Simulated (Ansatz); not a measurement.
**BH3− (doublet): wave-function methods side by side at a displaced geometry (v2), aug-cc-pVDZ**

One table from this session's results is given with a row withheld; the runs are named, their logs left out.

Program: Ansatz 0.2.0, Gaussian basis. Level of theory: aug-cc-pVDZ, core rule «outside noble gas», up to 1 orbitals frozen. These are calculated values, not measurements.

Plan: UHF; CCSD(T) on ROHF; CCSD(T) on UHF; BCCD(T) on ROHF; CISD; CCSDT(Q) on ROHF; CCSDT(Q) on UHF; CASSCF and MRCISD+Q, 7 electrons in 7 orbitals; CASSCF and NEVPT2, 7 electrons in 7 orbitals.

20 further runs of the same task are left out: 4 for a known fault of the program, 8 that didn't finish, 8 set aside as unsound or not needed.

## The geometry

The geometry is a PBE0/def2-TZVPD stationary point (not a proven minimum) with its atoms shifted at random (size 0.100 Å).

4 atoms, charge -1, spin multiplicity 2.

Atoms are counted from 1 here; the program's logs count them from 0.

Bond lengths: B1–H2 1.051 Å, B1–H3 1.243 Å, B1–H4 1.288 Å. Angles: H2–B1–H3 123.5°, H2–B1–H4 119.0°, H3–B1–H4 117.5°.

Set-up of the first run:

in.yaml

```yaml
crystal:
  periodic: [false, false, false]
  atoms:
    - {symbol: B, position_ang: [0.018817, 0.006921, -0.002669]}
    - {symbol: H, position_ang: [1.069716, 0.029892, 0.012158]}
    - {symbol: H, position_ang: [-0.689960, 1.028466, -0.002822]}
    - {symbol: H, position_ang: [-0.581580, -1.132591, 0.019292]}
basis:
  gaussian: {orbitals: aug-cc-pVDZ}
total_charge: -1
magnetization: {spin_polarized: true, initial_magnetization: 1}
hamiltonian: {xc: hf}
output: {orbitals: {seedname: orbitals}}
```

Run with:

```console
ansatz run in.yaml --threads 1 --pin off --events-out ev --progress --plain --max-ram 2393MiB
```

Steps of the session up to this table: UHF; CCSD(T) on ROHF; CCSD(T) on UHF; BCCD(T) on ROHF; CISD; CCSDT(Q) on ROHF; CCSDT(Q) on UHF; CASSCF and MRCISD+Q, 7 electrons in 7 orbitals; CASSCF and NEVPT2, 7 electrons in 7 orbitals.

One of the session's tables, all rows but one given; the rest of the session is left out.

It belongs to the step «Misses and costs». 

```
          method  from UCCSDT(Q) (kJ/mol)
            ROHF                   +380.4
             UHF                   +377.6
            RMP2                    +79.6
            UMP2                    +77.7
            CISD                    +29.1
           RCCSD                    +11.2
           UCCSD                    +11.1
        RCCSD(T)                     +2.2
        UCCSD(T)                     +2.2
         BCCD(T)                     +2.0
          RCCSDT                     +0.3
          UCCSDT                     +0.3
       RCCSDT(Q)                      0.0
       UCCSDT(Q)                        0
  CASSCF valence                   +268.4
  NEVPT2 valence                        ?
  MRCISD valence                    +18.0
MRCISD+Q valence                     +2.0
```

Q: Estimate the row for NEVPT2 valence from the others.

The run gave: from UCCSDT(Q) (kJ/mol): +88.6. In the column «from UCCSDT(Q) (kJ/mol)» it lies between RMP2 (+79.6) and CASSCF valence (+268.4).

Limits of these values: Restricted and unrestricted rows rest on different reference determinants; where their highest levels disagree by more than a few hundredths of an eV, they describe different states and don't form one ladder.
